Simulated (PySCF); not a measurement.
Level of theory: TPSSh-D3(BJ)/def2-TZVP // BP86-D3(BJ)/def2-SVP (PySCF 2.14.0). Isolated molecules, 0 K electronic values unless said otherwise. 

Reference species (SMILES): `O` (neutral, multiplicity 1).

| Item | Value |
|---|---|
| HOMO–LUMO gap | 8.28 eV |
| dipole moment | 2.09 D |
| HOMO | -7.84 eV |

Changed species: `N` (free ligand NH3; the reference has free ligand H2O).

Predict the effect on the HOMO–LUMO gap, dipole moment and HOMO.

the HOMO–LUMO gap falls by 0.70 eV, to 7.58 eV; the dipole moment falls by 0.28 D, to 1.81 D; the HOMO rises by 0.93 eV, to -6.91 eV.
